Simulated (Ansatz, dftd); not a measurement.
Reaction: CH2O (formaldehyde, SMILES O=C) + H+ → CH3O+ (SMILES C=[OH+])
Each species at its own B3LYP-D3(BJ)/def2-TZVP minimum (Ansatz, a first-principles code).

Quantity: proton affinity (electronic), positive where energy is released, in kcal/mol. UHF or UKS for unpaired electrons; spin-orbit terms are left out. Cores are frozen in correlated methods. Rows without X2C or -DK are non-relativistic. CBS(X,Y): correlation extrapolated as X^-3, Hartree-Fock from the larger set (Q,5: extrapolated as (X+1)exp(-9√X)). A bracket is a step between two methods taken in the basis named. Functionals run without relativity, which enters their misses. '+ core + X2C': CCSD(T) terms for core correlation (cc-pwCVTZ) and scalar relativity (cc-pVTZ-DK).

Compared with CCSD(T)/CBS(cc-pVQZ,cc-pV5Z) + [CCSDT(Q) - CCSD(T)]/cc-pVTZ + [CCSDTQ - CCSDT(Q)]/cc-pVDZ + core + X2C (Ansatz): 177.1 kcal/mol.

Costs are rough ratios of core time, to one figure, on one kind of shared machine, summed over the single points of the molecules; atoms, geometries and frequencies are left out. The first row took roughly 3 core seconds; short runs hold start-up time.

```json
[
 {"level": "PBE0-D3(BJ)/def2-TZVPD", "program": "Ansatz + dftd3", "cost relative to the first row": "1"},
 {"level": "PBE0-D4/def2-TZVPD", "program": "Ansatz + dftd4", "cost relative to the first row": "1"},
 {"level": "r2SCANh/def2-TZVPD", "program": "Ansatz", "cost relative to the first row": "1"},
 {"level": "wB97M-V/def2-TZVPD", "program": "Ansatz", "cost relative to the first row": "2"},
 {"level": "CCSDT(Q)/cc-pVDZ", "program": "Ansatz", "cost relative to the first row": "10"},
 {"level": "CCSDT(Q)/cc-pVTZ", "program": "Ansatz", "cost relative to the first row": "100"},
 {"level": "CCSDTQ/cc-pVDZ", "program": "Ansatz", "cost relative to the first row": "400"}
]
```

Question: Among the rows that cost no more than wB97M-V/def2-TZVPD, which comes nearest?

Answer: r2SCANh/def2-TZVPD.
```json
[
 {"level": "PBE0-D3(BJ)/def2-TZVPD", "difference (kcal/mol)": "0.9"},
 {"level": "PBE0-D4/def2-TZVPD", "difference (kcal/mol)": "0.6"},
 {"level": "r2SCANh/def2-TZVPD", "difference (kcal/mol)": "0.3"},
 {"level": "wB97M-V/def2-TZVPD", "difference (kcal/mol)": "-1.7"},
 {"level": "CCSDT(Q)/cc-pVDZ", "difference (kcal/mol)": "4.6"},
 {"level": "CCSDT(Q)/cc-pVTZ", "difference (kcal/mol)": "2.5"},
 {"level": "CCSDTQ/cc-pVDZ", "difference (kcal/mol)": "4.6"}
]
```
